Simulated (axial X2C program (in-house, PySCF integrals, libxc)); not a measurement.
Spin–orbit effects down a group: molecules with Al (ions), MP2

Calculated with an in-house relativistic program for diatomic molecules, spin-free (one-electron X2C) or two-component (2c: spin–orbit coupling with atomic mean-field Coulomb and Gaunt terms, which also bring small scalar terms), in Dyall basis sets with cores contracted in-house; open shells are unrestricted.

Basis sets: Al dyall-v3z, H dyall-v3z, Li dyall-cv3z, Na dyall-cv3z. Frozen shells (counts by l): AlH⁺ Al 2s1p, H none, 3 electrons correlated; LiAl⁺ Al 2s1p, Li 1s, 3 electrons correlated; NaAl⁺ Al 2s1p, Na 1s, 11 electrons correlated. Where the outer core of a metal is frozen, bonds come out longer and ionisation energies lower. Frozen cores can differ along the series, which adds to the trend.

```tsv
molecule	spin-free state	Re (Å)	ωe (cm⁻¹)	De (eV)	2c state	Re 2c (Å)	ωe 2c (cm⁻¹)	De 2c (eV)
AlH⁺	M_S = 1/2, Λ = 0	1.588	1839.0	0.77	Ω = 1/2	1.589	1838.7	0.77
LiAl⁺	M_S = 1/2, Λ = 0	3.055	230.1	1.16	Ω = 1/2	3.056	230.0	1.16
NaAl⁺	M_S = 1/2, Λ = 0	3.358	138.4	0.89	Ω = 1/2	3.359	138.4	0.89
```

Fragments in 2c: Al+ + H, Al + Li+, Al + Na+. Each entry is the lowest single determinant of a limited PBE0 search at one distance. De goes to single-determinant-based atoms at the same level (for ions the charge split of lowest energy) and is withheld (n/a) where an atom does not fit its ground term or J level. Main or longest-lived isotopes. Some light 2c atoms are not at their ground J level, so De misses part of their lowering (0.04 eV or less).
